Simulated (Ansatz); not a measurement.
**AlClO (triplet): the correlation ladder, cc-pVDZ**

An exercise on one series of results from a longer session: the logs are not shown, and one member is left open.

Program: Ansatz 0.2.0, Gaussian basis. Level of theory: cc-pVDZ, core rule «outside noble gas», up to 11 orbitals frozen. These are calculated values, not measurements.

To be run: UHF; CCSD(T) on ROHF; CCSD(T) on UHF; BCCD(T) on ROHF; CISD; CCSDT(Q) on ROHF; CCSDT(Q) on UHF.

11 further runs of the same task are left out: 8 for a known fault of the program, 3 set aside as unsound or not needed.

## The system

The geometry is a PBE0/def2-TZVP stationary point (not a proven minimum) of the parent state, kept for this charge and spin.

3 atoms, charge 0, spin multiplicity 3.

Atoms are counted from 1 here; the program's logs count them from 0.

Bond lengths: Al1–O2 1.699 Å, O2–Cl3 1.640 Å. Angles: Al1–O2–Cl3 180.0°.

Geometry (Å):

```xyz
3
AlClO
Al    0.00000    0.00000    1.67923
O     0.00000    0.00000   -0.01967
Cl    0.00000    0.00000   -1.65957
```

The first run:

File in.yaml:

```yaml
crystal:
  periodic: [false, false, false]
  atoms:
    - {symbol: Al, position_ang: [0.000000, 0.000000, 1.679233]}
    - {symbol: O, position_ang: [0.000000, 0.000000, -0.019667]}
    - {symbol: Cl, position_ang: [0.000000, 0.000000, -1.659567]}
basis:
  gaussian: {orbitals: cc-pVDZ}
magnetization: {spin_polarized: true, initial_magnetization: 2}
hamiltonian: {xc: hf}
output: {orbitals: {seedname: orbitals}}
```

The run is started by

```bash
> ansatz run in.yaml --threads 1 --pin off --events-out ev --progress --plain --max-ram 4096MiB --backend cpu
```

Steps of the session up to this table: UHF; CCSD(T) on ROHF; CCSD(T) on UHF; BCCD(T) on ROHF; CISD; CCSDT(Q) on ROHF; CCSDT(Q) on UHF.

One of the session's tables, all rows but one given; the rest of the session is left out.

| method | from UCCSDT(Q) (meV) |
| --- | --- |
| ROHF | +9959.9 |
| UHF | +9944.7 |
| RMP2 | +783.5 |
| UMP2 | +774.4 |
| CISD | +1133.8 |
| RCCSD | +290.8 |
| UCCSD | +290.4 |
| RCCSD(T) | +48.8 |
| UCCSD(T) | +47.9 |
| BCCD(T) | +46.2 |
| RCCSDT | +32.4 |
| UCCSDT | +31.9 |
| RCCSDT(Q) | ? |
| UCCSDT(Q) | 0 |

Estimate the missing values for RCCSDT(Q).

The run gave: from UCCSDT(Q) (meV): +3.3. In the column «from UCCSDT(Q) (meV)» it lies between UCCSDT(Q) (0) and UCCSDT (+31.9).

Caveats from the session: Restricted and unrestricted rows rest on different reference determinants; where their highest levels disagree by more than a few hundredths of an eV, they describe different states and don't form one ladder.
